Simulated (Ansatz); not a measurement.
# N2H3 (hydrazinyl radical) at 6 levels

We compute a comparison of 6 runs (UHF/STO-3G, UB2PLYP/STO-3G, UCAM-B3LYP/STO-3G, UHSE06/STO-3G, UCCSD/STO-3G, UCCSD(T)/STO-3G) of N2H3 (hydrazinyl radical). 

Program for the calculation: Ansatz 0.2.0.

30 further runs of the same task are left out: 30 set aside as unsound or not needed.

## 1. The system as given

The species is N2H3 (5 atoms), meant as a doublet with charge 0. SMILES: `[NH]N`. The H3–N1 distance was set to 2.553 Å, away from the relaxed value. At this shape a bond of the SMILES string is far longer than usual.

Bond lengths: N1–N2 1.338 Å, N2–H4 1.008 Å, N2–H5 1.012 Å. Angles: N1–N2–H4 113.9°, N1–N2–H5 120.9°, H4–N2–H5 114.6°.

## 2. The energy at UHF/STO-3G (run 1)

File input.yaml:

```yaml
crystal:
  periodic: [false, false, false]
  atoms:
    - {symbol: N, position_ang: [-1.608716, -0.617956, -0.081788]}
    - {symbol: "N", position_ang: [-1.549776, 0.435704, -0.904278]}
    - {symbol: H, position_ang: [0.759840, -0.951450, 0.811270]}
    - {symbol: H, position_ang: [-2.452066, 0.792394, -1.175858]}
    - {symbol: H, position_ang: [-0.833756, 1.141674, -0.792658]}
basis:
  gaussian:
    orbitals: STO-3G
magnetization:
  spin_polarized: true
  initial_magnetization: 1
hamiltonian:
  xc: hf
accuracy: high
```

Run with:

```
ansatz run input.yaml --threads 1 --pin off --max-ram 3480MiB --events-out events.jsonl --progress --plain --runs-dir runs
```

Standard output:

```text
Warning: RAYON_NUM_THREADS=1 ignored (pool sized by the plan → 1); use --threads N
Functional definition: HF
  name "HF"
  exchange = exact_x
  correlation = 0
208 factors; integrals over basis functions are off by at most 1.2e-8 eV
mean field evaluation 1: about -2956.8121 eV, gradient 1.6e1 eV
mean field evaluation 2: about -2956.8748 eV, gradient 1.6e1 eV
mean field evaluation 4: about -2960.3341 eV, gradient 9.5e0 eV
mean field evaluation 8: about -2961.5863 eV, gradient 6.0e0 eV
mean field evaluation 16: about -2966.4467 eV, gradient 3.2e-2 eV
mean field evaluation 32: about -2967.2933 eV, gradient 9.4e-9 eV
mean field evaluation 64: about -2960.0274 eV, gradient 1.2e1 eV
mean field evaluation 96: about -2961.7061 eV, gradient 1.6e1 eV
mean field -2967.29334908 eV, -109.0460192751 hartree, gradient 1.8e-8 eV, S^2 1.748596; 1 other end points of the search recorded, 0 dependent functions left out
reference -2967.29334908 eV, -109.0460192751 hartree; 9, 8 occupied and 4, 5 virtual orbitals, 208 factors
Total energy: -2967.29334908 eV, -109.0460192751 hartree
```

Run time: 0.12 s. Hardware: 1 thread of Arm Neoverse V1, shared host.

## 3. A single-point energy at UB2PLYP/STO-3G (run 2)

File input.yaml:

```yaml
crystal:
  periodic: [false, false, false]
  atoms:
    - symbol: N
      position_ang: [-1.608716, -0.617956, -0.081788]
    - symbol: N
      position_ang: [-1.549776, 0.435704, -0.904278]
    - symbol: H
      position_ang: [0.759840, -0.951450, 0.811270]
    - symbol: H
      position_ang: [-2.452066, 0.792394, -1.175858]
    - symbol: H
      position_ang: [-0.833756, 1.141674, -0.792658]
basis:
  gaussian: {orbitals: STO-3G}
magnetization: {spin_polarized: true, initial_magnetization: 1}
hamiltonian: {xc: {name: B2PLYP}}
correlation: {frozen_orbitals: {H: 0, "N": 1}}
accuracy: high
```

Run with:

```
ansatz run input.yaml --threads 1 --pin off --max-ram 3480MiB --events-out events.jsonl --progress --plain --runs-dir runs
```

Standard output, cut to the lines that bear on the results:

```text
Warning: RAYON_NUM_THREADS=1 ignored (pool sized by the plan → 1); use --threads N
Functional definition: B2PLYP
  name "B2PLYP"
[...]
208 factors; integrals over basis functions are off by at most 1.2e-8 eV
[...]
mean field -2977.15110325 eV, -109.4082850588 hartree, gradient 9.6e-8 eV, S^2 1.734611; 5 other end points of the search recorded, 0 dependent functions left out
2 core orbitals not correlated: weight in the atoms' cores, before any rotation towards them, 1.000 or more for the frozen orbitals, at most 0.000 for the correlated occupied ones
reference -2977.15112023 eV, -109.4082856828 hartree; 7, 6 occupied and 4, 5 virtual orbitals, 208 factors
second order -2.20421108 eV of doubles, -0.00000000 eV of singles
Total energy: -2977.74625722 eV, -109.4301565638 hartree
```

Wall time 4.2 s (1 thread of Arm Neoverse V1, shared host); peak memory 0.11 GiB.

Runs 3 to 5 aren't shown in full; the table further down has their settings and results.

## 4. The energy at UCCSD(T)/STO-3G (run 6)

File input.yaml:

```yaml
crystal:
  periodic: [false, false, false]
  atoms:
    - {symbol: N, position_ang: [-1.608716, -0.617956, -0.081788]}
    - {symbol: "N", position_ang: [-1.549776, 0.435704, -0.904278]}
    - {symbol: H, position_ang: [0.759840, -0.951450, 0.811270]}
    - {symbol: H, position_ang: [-2.452066, 0.792394, -1.175858]}
    - {symbol: H, position_ang: [-0.833756, 1.141674, -0.792658]}
basis:
  gaussian: {orbitals: STO-3G}
magnetization: {spin_polarized: true, initial_magnetization: 1}
correlation: {method: ccsd_t, frozen_orbitals: {H: 0, "N": 1}}
accuracy: high
scf: {omitted_lower_state_checks: [cluster_reference, increment]}
```

Run with:

```
ansatz run input.yaml --threads 1 --pin off --max-ram 3480MiB --events-out events.jsonl --progress --plain --runs-dir runs
```

Standard output:

```text
Warning: RAYON_NUM_THREADS=1 ignored (pool sized by the plan → 1); use --threads N
[... 16 lines left out ...]
2 core orbitals not correlated: weight in the atoms' cores, before any rotation towards them, 1.000 or more for the frozen orbitals, at most 0.000 for the correlated occupied ones
[... 60 lines left out ...]
Total energy: -2969.49780176 eV, -109.1270314167 hartree
Checks for a lower state left out: cluster_reference, increment
```

Run time: 0.32 s. Hardware: 1 thread of Arm Neoverse V1, shared host.

## 5. The series

```
run              level  frozen core orbitals  energy (Eh)   ⟨S²⟩  wall time
  1         UHF/STO-3G                     –  -109.046019  1.749     0.12 s
  2     UB2PLYP/STO-3G                     2  -109.430157  1.735      4.2 s
  3  UCAM-B3LYP/STO-3G                     –  -109.532264  1.722      3.9 s
  4      UHSE06/STO-3G                     –  -109.481134  1.726      4.2 s
  5       UCCSD/STO-3G                     2  -109.126116  1.749     0.32 s
  6    UCCSD(T)/STO-3G                     2  -109.127031  1.749     0.32 s
```

## 6. Outcome

```
                                          quantity          value
                               run 6: total energy  -109.12703 Eh
run 6: correlation energy (2 core orbitals frozen)      -81.0 mEh
                             run 6: (T) correction      -0.92 mEh
          run 6: ⟨S²⟩ of the reference determinant          1.749
                              run 6: T1 diagnostic          0.017
```

What this shows: Below the UHF energy at the same shape and in the same basis (STO-3G): UCCSD -80.1 mEh; UCCSD(T) -81.0 mEh. Totals of different functionals can't be ranked against each other. In runs 1, 2, 3, 4, 5, 6 the basis is minimal, so the values are rough. Spin contamination of the reference: run 1 ⟨S²⟩ = 1.75, run 5 ⟨S²⟩ = 1.75, run 6 ⟨S²⟩ = 1.75, run 2 ⟨S²⟩ = 1.73, run 4 ⟨S²⟩ = 1.73, run 3 ⟨S²⟩ = 1.72. Where it is this large, the reference is a mixture of spin states, and values that rest on it are in doubt. All runs together took 13 s, the longest 4.2 s.
